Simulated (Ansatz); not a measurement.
[H···H···S], triplet: the ladder up to full CI

Geometry: a point of a hydrogen-transfer path between rigid fragments, not a stationary point.

```xyz
3

H     0.0000    0.0000   -1.1940
H     0.0000    0.0000   -0.3600
S     0.0000    0.0000    1.5540
```

Basis 6-31G; Ansatz 0.2.0. Only valence electrons are correlated (noble-gas cores frozen), which leaves 8 electrons in 12 orbitals. R marks a restricted (for open shells ROHF) determinant, U an unrestricted one. Active spaces: pair = (4e, 4o) about the gap; valence = (8e, 6o) chosen from the atoms' valence shells.

Full CI is exact within this basis and frozen core; it isn't the basis-set limit. The frozen core follows each run's orbitals, which can shift R against U totals by a few meV.

For open shells CISD and CISDTQ are restricted-active-space CI with the open shells as a complete middle space.

```
UHF ⟨S²⟩                          : 2.012
T1 diagnostic (RCCSD)             : 0.0167
largest doubles amplitude (RCCSD) : 0.064
T1 diagnostic (UCCSD)             : 0.0087
```

```csv
level,E − E(full CI) (kJ/mol),share of correlation (%),wall time
RHF,143.3,0.00,–
UHF,137.7,3.88,–
RMP2,40.0,72.06,–
UMP2,38.4,73.21,–
CISD,4.0,97.23,0.45 s
RCCSD,1.2,99.19,–
UCCSD,1.1,99.23,–
RCCSD(T),0.3,99.82,0.48 s
UCCSD(T),0.2,99.83,0.45 s
BCCD(T),0.3,99.80,0.57 s
RCCSDT,0.0,99.99,–
UCCSDT,0.0,100.01,–
CISDTQ,0.1,99.96,0.81 s
RCCSDT(Q),0.0,99.99,2.5 s
UCCSDT(Q),0.0,100.01,2.2 s
RCCSDTQ,0.0,99.99,12 s
UCCSDTQ,0.0,100.00,12 s
CASSCF (pair space),84.7,40.87,–
NEVPT2 (pair space),22.7,84.13,0.33 s
MRCISD (pair space),2.6,98.15,–
MRCISD+Q (pair space),1.0,99.29,0.6 s
CASSCF (valence space),82.4,42.52,–
NEVPT2 (valence space),28.2,80.30,0.24 s
MRCISD (valence space),2.5,98.26,–
MRCISD+Q (valence space),1.0,99.32,0.57 s
```

The correlation energy at full CI, counted from RHF, is -1.485 eV. That run took 0.93 s on 1 thread of Arm Neoverse V1, shared host over 61,184 determinants.

Times hold each run's SCF and search for its determinant on a shared host, so for small cases they say little of a method's own cost; they ran on 1 thread of Arm Neoverse V1.

The full-CI state has the irrep B2 of C2v, in the program's axes (one component, if the state is degenerate).

Natural occupations of full CI about the gap: 1.989 1.987 1.964 0.998 0.997 0.031 0.012 0.007 0.005 0.005; effectively unpaired electrons, Σ n²(2−n)², 2.01.
